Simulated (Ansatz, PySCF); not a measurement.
Species: Si2H5, charge 0, multiplicity 2. It need not be the lowest isomer of its formula. 
Geometry from a B3LYP-D3(BJ)/def2-TZVP (Ansatz, a program for electronic structure) optimisation:
SMILES: [SiH2][SiH3]
```xyz
7

Si     0.0124     0.0207     1.2119
Si    -0.0099     0.0487    -1.1206
H     -1.2086    -0.5655     1.8221
H      1.2176    -0.6195     1.7989
H     -0.0369    -1.3162    -1.7072
H     -1.2105     0.7840    -1.5839
H      1.2034     0.7464    -1.6084
```
Charge 0, spin multiplicity 2.


Wanted: enthalpy of formation at 298 K (from the atomisation energy, B3LYP-D3(BJ)/def2-TZVP harmonic zero-point and thermal terms from PySCF, and the atoms' enthalpies of formation in the G2/97 table, which holds older values for B and Si; no spin-orbit terms, and no core term in the frozen-core levels), in kcal/mol. Correlated levels leave the core frozen unless marked. UHF or UKS for open shells. Spin-orbit coupling is left out. No relativistic terms. The coupled-cluster limit lacks core correlation, which all-electron functionals hold. CBS marks a two-point X^-3 extrapolation of the correlation energy; Hartree-Fock from the larger set. [CCSD(T)-MP2]/basis is that difference in the basis named.

| level | program | enthalpy of formation at 298 K (kcal/mol) | minus last row |
|---|---|---|---|
| HF/6-31G | Ansatz | 202.4 | 151.8 |
| HF/def2-SVPD | Ansatz | 152.1 | 101.5 |
| HF-D4/def2-TZVPD | PySCF + dftd4 | 139.9 | 89.3 |
| PBE-D3(BJ)/def2-TZVPD | Ansatz + dftd3 | 57.8 | 7.2 |
| BLYP/def2-TZVPD | Ansatz | 62.9 | 12.3 |
| B3LYP-D3(BJ)/def2-TZVPD | Ansatz + dftd3 | 49.0 | -1.6 |
| B3LYP/def2-TZVPD | Ansatz | 54.5 | 3.9 |
| BHLYP/def2-TZVPD | Ansatz | 55.7 | 5.1 |
| TPSSh/def2-TZVPD | PySCF | 37.7 | -12.9 |
| r2SCANh-D4/def2-TZVPD | Ansatz + dftd4 | 49.5 | -1.1 |
| PW6B95/def2-TZVPD | PySCF | 53.0 | 2.4 |
| B2GP-PLYP-D3(BJ)/def2-TZVPD | Ansatz + dftd3 | 57.9 | 7.3 |
| RPA@PBE/cc-pV(Q+d)Z | Ansatz | 69.5 | 18.9 |
| RI-MP2/def2-QZVPPD | Ansatz | 63.6 | 13.0 |
| SCS-MP2/def2-SVP | Ansatz | 83.4 | 32.8 |
| CCSD/STO-3G | Ansatz | -55.3 | -105.9 |
| CCSD/6-31G* | Ansatz | 110.8 | 60.2 |
| CCSD/aug-cc-pV(D+d)Z | Ansatz | 82.5 | 31.9 |
| CCSD/def2-SVP | Ansatz | 82.5 | 31.9 |
| CCSD/cc-pV(T+d)Z | Ansatz | 64.6 | 14.0 |
| RI-MP2/CBS(def2-TZVPPD,def2-QZVPPD)+[CCSD(T)-MP2]/def2-TZVPPD | Ansatz | 50.6 | 0.0 |
